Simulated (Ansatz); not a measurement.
## Ansatz (development build ahead of 0.2.0) run

```yaml
crystal:
  periodic: [false, false, false]
  atoms:
    - { symbol: H, position_ang: [0.0, 0.0, -1.05] }
    - { symbol: C, position_ang: [0.0, 0.0, 0.0] }
    - { symbol: C, position_ang: [0.0, 0.0, 1.464] }
basis:
  gaussian: { orbitals: "6-31G" }
magnetization:
  spin_polarized: true
  initial_magnetization: 1
hamiltonian:
  xc: hf
scf:
  omitted_lower_state_checks: [starts, atomic_configurations, cluster_reference, orbital_swaps, given_window_search, neighbouring_geometries, increment]
output:
  forces: true
```

The input is written out in the form of the current development build from the run's settings.

Results

```
Converged                       : yes
Total energy                    : -76.08055 hartree
Spin squared of the determinant : 1.252
Stability test                  : minimum
```

Forces (eV/Å):
```json
{"atom": "H1", "Fx": "0.000", "Fy": "-0.097", "Fz": "-0.660"}
{"atom": "C2", "Fx": "0.000", "Fy": "0.167", "Fz": "6.052"}
{"atom": "C3", "Fx": "0.000", "Fy": "-0.070", "Fz": "-5.391"}
```

This is not the lowest solution: another run reaches a determinant 0.14 eV lower. Caution: the unrestricted determinant is spin contaminated.
